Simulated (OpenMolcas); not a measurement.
# A workflow on Si2 (disilicon)

We compute the energy (UHF/STO-3G), then the energy (CASSCF(4,4)/STO-3G), then a single-point energy (CASPT2(4,4)/STO-3G), then a single-point energy (SC-NEVPT2(4,4)/STO-3G), then the energy (MRCI(4,4)/STO-3G) of Si2 (disilicon). 

Program for the calculation: OpenMolcas 26.06.

4 further runs of the same task are left out: 3 that didn't finish, 1 set aside as unsound or not needed.

## (1) Starting point

Si2 has 2 atoms, charge 0, and is taken as a triplet. SMILES: `[Si]=[Si]`. The Si1–Si2 distance was set to 5.435 Å, away from the relaxed value.

## (2) The energy at UHF/STO-3G (run 1)

Contents of step1.input:

```
&gateway
baslib = $CurrDir
coord
2
angstrom
Si       0.000000       0.000000      -3.261290
Si       0.000000       0.000000       2.174210
basis = STO-3G
group = NoSym
&seward
&scf
uhf
spin = 3
scramble = 0.25
prorbitals = 1 1
```

The basis set STO-3G is read from a file made from the Basis Set Exchange's data (not shown).

Command:

```bash
$ export MOLCAS_MEM=1860
$ pymolcas step1.input > step1.log
```

The program printed:

```text
--- Start Module: gateway ---
[...]
--- Stop Module: gateway /rc=_RC_ALL_IS_WELL_ ---
--- Start Module: seward ---
[...]
      Basis functions           18
--- Stop Module: seward /rc=_RC_ALL_IS_WELL_ ---
--- Start Module: scf ---
[...]
       Convergence after  59 Iterations
[...]
::    Total SCF energy                               -570.9050895724
[...]
      Total spin, S                                     1.3027745933
[...]
      Total electronic charge=   28.000000
      Total            charge=   -0.000000
[...]
      Dipole Moment (debye):
      Origin of the operator (angstrom)=    0.0000    0.0000   -0.5435
                   X=  6.3330E-04               Y=  6.0710E-04               Z=  3.5417E-03           Total=  3.6488E-03
      Quadrupole Moment (debye*angstrom):
[...]
--- Stop Module: scf /rc=_RC_ALL_IS_WELL_ ---
[...]
```

Wall time 2.4 s (1 thread of Arm Neoverse V2, shared host); peak memory 0.37 GiB.

## (3) A single-point energy at CASSCF(4,4)/STO-3G (run 2)

Contents of step2.input:

```
* Si2 CASSCF
>>> EXPORT MOLCAS_PRINT=2

&GATEWAY
 BasLib = $CurrDir
 Coord
 2
 angstrom
 Si       0.000000       0.000000      -3.261290
 Si       0.000000       0.000000       2.174210
 Basis = STO-3G
 Group = NoSym

&SEWARD

&RASSCF
 FileOrb = $CurrDir/step1.UnaOrb
 Spin = 3
 Nactel = 4 0 0
 Inactive = 12
 Ras2 = 4
 OrbListing = Nothing
 OrbAppear = Compact
```

The basis set STO-3G is read from a file made from the Basis Set Exchange's data (not shown).

Command:

```bash
$ export MOLCAS_MEM=1860
$ pymolcas step2.input > step2.log
```

The program printed:

```text
--- Start Module: gateway ---
[...]
--- Stop Module: gateway /rc=_RC_ALL_IS_WELL_ ---
--- Start Module: seward ---
[...]
      Basis functions           18
--- Stop Module: seward /rc=_RC_ALL_IS_WELL_ ---
--- Start Module: rasscf ---
[...]
      Number of active orbitals                  4
[...]
      Spin quantum number                      1.0
[...]
      Active orbitals                            4
[...]
      Number of CSFs                            15
[...]
      Number of root(s) required                 1
[...]
      Convergence after  4 iterations
[...]
      printout of CI-coefficients larger than  0.05 for root  1
      energy=    -570.932506
      conf/sym  1111     Coeff  Weight
             1  2uu0  -0.50120 0.25120
             4  u20u  -0.49984 0.24984
            12  u02u   0.50014 0.25014
            15  0uu2   0.49881 0.24881
      Natural orbitals and occupation numbers for root  1
      sym 1:   1.002389   0.999693   1.000307   0.997611
      ************************************************************************************************************************
      *                                                    Final results                                                     *
[...]
::    RASSCF root number  1 Total energy:   -570.93250644
[...]
      Total electronic charge=   28.000000
      Total            charge=   -0.000000
[...]
      Dipole Moment (debye):
      Origin of the operator (angstrom)=    0.0000    0.0000   -0.5435
                   X=  7.1134E-04               Y= -1.7435E-04               Z=  4.0271E-03           Total=  4.0932E-03
      Quadrupole Moment (debye*angstrom):
[...]
--- Stop Module: rasscf /rc=_RC_ALL_IS_WELL_ ---
[...]
```

Run time: 1.5 s. Hardware: 1 thread of Arm Neoverse V2, shared host; peak memory 0.37 GiB.

## (4) A single-point energy at CASPT2(4,4)/STO-3G (run 3)

Contents of step3.inp:

```
&GATEWAY
 BasLib
 $CurrDir
 Coord
 2
 angstrom
 Si       0.000000       0.000000      -3.261290
 Si       0.000000       0.000000       2.174210
 Basis
 STO-3G
 Group
 NoSym

&SEWARD

&RASSCF
 FileOrb
 $CurrDir/step2.RasOrb
 Spin
 3
 Nactel
 4 0 0
 Inactive
 12
 Ras2
 4
 OrbListing
 Nothing
 OrbAppear
 Compact

&CASPT2
 Imaginary
 0.1
 Frozen
 10
```

The basis set STO-3G is read from a file made from the Basis Set Exchange's data (not shown).

Command:

```bash
$ export MOLCAS_MEM=1860
$ pymolcas step3.inp > step3.log
```

The program printed:

```text
--- Start Module: gateway ---
[...]
--- Stop Module: gateway /rc=_RC_ALL_IS_WELL_ ---
[...]
      Basis functions           18
[...]
--- Start Module: rasscf ---
[...]
      Number of active orbitals                  4
[...]
      Spin quantum number                      1.0
[...]
      Active orbitals                            4
[...]
      Number of CSFs                            15
[...]
      Number of root(s) required                 1
[...]
      Convergence after  4 iterations
[...]
      printout of CI-coefficients larger than  0.05 for root  1
      energy=    -570.932506
      conf/sym  1111     Coeff  Weight
             1  2uu0  -0.50120 0.25120
             4  u20u  -0.49984 0.24984
            12  u02u   0.50014 0.25014
            15  0uu2   0.49881 0.24881
      Natural orbitals and occupation numbers for root  1
      sym 1:   1.002389   0.999693   1.000307   0.997611
      ************************************************************************************************************************
      *                                                    Final results                                                     *
[...]
::    RASSCF root number  1 Total energy:   -570.93250644
[...]
      Total electronic charge=   28.000000
      Total            charge=   -0.000000
[...]
      Dipole Moment (debye):
      Origin of the operator (angstrom)=    0.0000    0.0000   -0.5435
                   X=  7.2671E-04               Y= -2.6065E-04               Z=  4.1254E-03           Total=  4.1971E-03
      Quadrupole Moment (debye*angstrom):
[...]
--- Stop Module: rasscf /rc=_RC_ALL_IS_WELL_ ---
--- Start Module: caspt2 ---
[...]
 ###    WARNING: User changed nr of frozen orbitals.                         ###
 ###############################################################################
[...]
      E2 (Variational):          -0.0146100218
      Total energy:            -570.9471164600
[...]
      Reference weight:           0.98966
[...]
::    CASPT2 Root  1     Total energy:   -570.94711646
[...]
--- Stop Module: caspt2 /rc=_RC_ALL_IS_WELL_ ---
[...]
```

Run time: 1.6 s. Hardware: 1 thread of Arm Neoverse V2, shared host; peak memory 0.37 GiB.

## (5) The energy at SC-NEVPT2(4,4)/STO-3G (run 4)

Contents of step4.input:

```
* Si2 NEVPT2
>>> EXPORT MOLCAS_PRINT=2
&GATEWAY
BasLib = $CurrDir
Coord
2
angstrom
Si       0.000000       0.000000      -3.261290
Si       0.000000       0.000000       2.174210
Basis = STO-3G
Group = NoSym
&SEWARD
&RASSCF
FileOrb = $CurrDir/step2.RasOrb
Spin = 3
Nactel = 4 0 0
Inactive = 12
Ras2 = 4
OrbListing = Nothing
OrbAppear = Compact
&CASPT2
SC-NEVPT2
Frozen = 10
```

The basis set STO-3G is read from a file made from the Basis Set Exchange's data (not shown).

Command:

```bash
$ export MOLCAS_MEM=1860
$ pymolcas step4.input > step4.log
```

The program printed:

```text
--- Start Module: gateway ---
[...]
--- Stop Module: gateway /rc=_RC_ALL_IS_WELL_ ---
[...]
      Basis functions           18
[...]
--- Start Module: rasscf ---
[...]
      Number of active orbitals                  4
[...]
      Spin quantum number                      1.0
[...]
      Active orbitals                            4
[...]
      Number of CSFs                            15
[...]
      Number of root(s) required                 1
[...]
      Convergence after  4 iterations
[...]
      printout of CI-coefficients larger than  0.05 for root  1
      energy=    -570.932506
      conf/sym  1111     Coeff  Weight
             1  2uu0  -0.50120 0.25120
             4  u20u  -0.49984 0.24984
            12  u02u   0.50014 0.25014
            15  0uu2   0.49881 0.24881
      Natural orbitals and occupation numbers for root  1
      sym 1:   1.002389   0.999693   1.000307   0.997611
      ************************************************************************************************************************
      *                                                    Final results                                                     *
[...]
::    RASSCF root number  1 Total energy:   -570.93250644
[...]
      Total electronic charge=   28.000000
      Total            charge=   -0.000000
[...]
      Dipole Moment (debye):
      Origin of the operator (angstrom)=    0.0000    0.0000   -0.5435
                   X=  7.2671E-04               Y= -2.6065E-04               Z=  4.1254E-03           Total=  4.1971E-03
      Quadrupole Moment (debye*angstrom):
[...]
--- Stop Module: rasscf /rc=_RC_ALL_IS_WELL_ ---
--- Start Module: caspt2 ---
[...]
 ###    WARNING: User changed nr of frozen orbitals.                         ###
 ###############################################################################
[...]
      E2 (Variational):          -0.0146088299
[...]
      E2 (Variational):          -0.0146088245
      Total energy:            -570.9471152627
[...]
      Reference weight:           0.98955
[...]
::    SC-NEVPT2 Root  1     Total energy:   -570.94711526
[...]
--- Stop Module: caspt2 /rc=_RC_ALL_IS_WELL_ ---
[...]
```

Run time: 1.5 s. Hardware: 1 thread of Arm Neoverse V2, shared host; peak memory 0.37 GiB.

## (6) A single-point energy at MRCI(4,4)/STO-3G (run 5)

Contents of step5.inp:

```
>>> EXPORT MOLCAS_PRINT=2
&GATEWAY
BasLib = $CurrDir
Coord
2
angstrom
Si       0.000000       0.000000      -3.261290
Si       0.000000       0.000000       2.174210
Basis = STO-3G
Group = NoSym
&SEWARD
&RASSCF
FileOrb = $CurrDir/step2.RasOrb
Spin = 3
Nactel = 4 0 0
Inactive = 12
Ras2 = 4
OrbListing = Nothing
OrbAppear = Compact
&MOTRA
LumOrb
Frozen = 10
&GUGA
Electrons = 8
Spin = 3
Inactive = 2
Active = 4
CIAll = 1
&MRCI
SDCI
```

The basis set STO-3G is read from a file made from the Basis Set Exchange's data (not shown).

Command:

```bash
$ export MOLCAS_MEM=1860
$ pymolcas step5.inp > step5.log
```

The program printed:

```text
--- Start Module: gateway ---
[...]
--- Stop Module: gateway /rc=_RC_ALL_IS_WELL_ ---
[...]
      Basis functions           18
[...]
      Number of active orbitals                  4
[...]
      Spin quantum number                      1.0
[...]
      Active orbitals                            4
[...]
      Number of CSFs                            15
[...]
      Number of root(s) required                 1
[...]
      Convergence after  4 iterations
[...]
      printout of CI-coefficients larger than  0.05 for root  1
      energy=    -570.932506
      conf/sym  1111     Coeff  Weight
             1  2uu0  -0.50120 0.25120
             4  u20u  -0.49984 0.24984
            12  u02u   0.50014 0.25014
            15  0uu2   0.49881 0.24881
      Natural orbitals and occupation numbers for root  1
      sym 1:   1.002389   0.999693   1.000307   0.997611
      ************************************************************************************************************************
      *                                                    Final results                                                     *
[...]
::    RASSCF root number  1 Total energy:   -570.93250644
[...]
      Dipole Moment (debye):
      Origin of the operator (angstrom)=    0.0000    0.0000   -0.5435
                   X=  7.2671E-04               Y= -2.6065E-04               Z=  4.1254E-03           Total=  4.1971E-03
      Quadrupole Moment (debye*angstrom):
[...]
      *** WARNING: Default frozen orbitals is overwritten by user input.
      *** Default values:   4
[...]
--- Start Module: guga ---
[...]
--- Stop Module: guga /rc=_RC_ALL_IS_WELL_ ---
--- Start Module: mrci ---
[...]
       (But an ACPF correction will be computed)
       USE THE DEFAULT ACPF G-VALUE GFAC=  0.25000000000000000
[...]
                      CI ENERGY:  -570.95889214
[...]
                ACPF CORRECTION:    -0.00067768
[...]
      Total electronic charge=   28.000000
      Total            charge=   -0.000000
[...]
     ACPF CORRECTION:     -0.00067768
[...]
  CI State   1     Total energy:   -570.95889214     QDav:     -0.00091138     QACPF:     -0.00067768
[...]
--- Stop Module: mrci /rc=_RC_ALL_IS_WELL_ ---
[...]
```

Run time: 1.7 s. Hardware: 1 thread of Arm Neoverse V2, shared host; peak memory 0.37 GiB.

## (7) What came out

```
                                                    quantity          value
                             run 1, UHF/STO-3G: total energy  -570.90509 Eh
                            run 1, UHF/STO-3G: dipole moment         0.00 D
       run 1, UHF/STO-3G: HOMO energy (highest over α and β)       -3.00 eV
        run 1, UHF/STO-3G: LUMO energy (lowest over α and β)        7.06 eV
                                     run 1, UHF/STO-3G: ⟨S²⟩          3.000
                     run 2, CASSCF(4,4)/STO-3G: total energy  -570.93251 Eh
   run 2, CASSCF(4,4)/STO-3G: dipole moment (CASSCF density)         0.00 D
                     run 3, CASPT2(4,4)/STO-3G: total energy  -570.94712 Eh
   run 3, CASPT2(4,4)/STO-3G: dipole moment (CASSCF density)         0.00 D
                  run 4, SC-NEVPT2(4,4)/STO-3G: total energy  -570.94712 Eh
run 4, SC-NEVPT2(4,4)/STO-3G: dipole moment (CASSCF density)         0.00 D
                       run 5, MRCI(4,4)/STO-3G: total energy  -570.95889 Eh
     run 5, MRCI(4,4)/STO-3G: dipole moment (CASSCF density)         0.00 D
```

In words: ⟨S²⟩ (run 1, UHF/STO-3G) is 3.00 where a pure triplet has 2.00: the reference is spin-contaminated.
